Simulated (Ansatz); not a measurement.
System: C$_{2}$H$_{3}$, net charge -1, singlet state. It need not be the lowest isomer of its formula. Whether it binds its extra electron was not tested at this geometry. SMILES: [CH-]=C
Geometry: optimised at B3LYP-D3(BJ)/def2-TZVP (Ansatz, a quantum-chemistry and plane-wave program).

Parts of the frozen-core correlation energy in cc-pVDZ (Ansatz, hartree). Frozen orbitals: 2; correlated occupied orbitals by spin: 6 and 6; virtual: 35 and 35. Spin-orbit coupling is left out. Non-relativistic.

```json
[
 {"term": "reference (HF)", "value": "-77.35178"},
 {"term": "MP2 opposite-spin", "value": "-0.21296"},
 {"term": "MP2 same-spin", "value": "-0.06366"},
 {"term": "CCSD correlation", "value": "-0.30444"},
 {"term": "(T)", "value": "-0.01061"},
 {"term": "CCSDT minus CCSD(T)", "value": "-0.00068"},
 {"term": "T1 diagnostic", "value": "0.015"},
 {"term": "largest doubles amplitude", "value": "0.116"}
]
```
